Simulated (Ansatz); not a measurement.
# AlH6NS: the cost of one run

All numbers below are computed with Ansatz 0.2.0 (RKS CAM-B3LYP/def2-SVP).

## Step 1: The system as given

Bond lengths: Al1–N2 2.270 Å, N2–H3 1.060 Å, N2–H4 1.060 Å, Al1–H5 1.560 Å, Al1–H6 1.560 Å, Al1–S7 2.560 Å, S7–H8 1.400 Å. Angles: Al1–N2–H3 120.0°, Al1–N2–H4 120.0°, H3–N2–H4 120.0°, N2–Al1–H5 120.0°, N2–Al1–H6 120.0°, N2–Al1–S7 71.6°, H5–Al1–H6 120.0°, H5–Al1–S7 105.4°, H6–Al1–S7 92.8°, Al1–S7–H8 109.5°.

Structure file:

```xyz
9

Al    0.0000    0.0000    0.0000
N     0.0000    0.0000    2.2700
H    -0.8770   -0.2713    2.8000
H     0.8770    0.2713    2.8000
H     1.3510    0.0000   -0.7800
H    -1.3510    0.0000   -0.7800
S    -0.3202    2.4082    0.8072
H    -1.6213    2.8314    0.5106
H    -0.1699    1.2777    2.0190
```

## Step 2: A restrained relaxation towards end A

Springs on the bonds that form and break draw the guess towards this end; the thresholds are loose.

The input, input.yaml:

```yaml
crystal:
  periodic: [false, false, false]
  atoms:
    - { symbol: Al, position_ang: [0.0, 0.0, 0.0] }
    - { symbol: "N", position_ang: [0.0, 0.0, 2.27] }
    - { symbol: H, position_ang: [-0.877, -0.2713, 2.8] }
    - { symbol: H, position_ang: [0.877, 0.2713, 2.8] }
    - { symbol: H, position_ang: [1.351, 0.0, -0.78] }
    - { symbol: H, position_ang: [-1.351, 0.0, -0.78] }
    - { symbol: S, position_ang: [-0.3202, 2.4082, 0.8072] }
    - { symbol: H, position_ang: [-1.6213, 2.8314, 0.5106] }
    - { symbol: H, position_ang: [-0.1699, 1.2777, 2.019] }
basis:
  gaussian: { orbitals: def2-SVP }
hamiltonian:
  xc: cam_b3lyp
relax:
  f_tol: 0.15
  max_steps: 25
  restrain:
    - { distance: [0, 6], at: 3.46, k: 30.0 }
    - { distance: [8, 1], at: 2.26, k: 30.0 }
    - { distance: [0, 1], at: 1.92, k: 30.0 }
    - { distance: [8, 6], at: 1.4, k: 30.0 }
```

Command:

```bash
> ansatz run input.yaml --threads 2 --pin off --max-ram 3072MiB --backend cpu --events-out ev --progress --plain --runs-dir out
```

Q: Estimate wall time and peak memory on 2 threads of Arm Neoverse V1, shared host.

About 14 s, with a peak of 0.17 GiB.
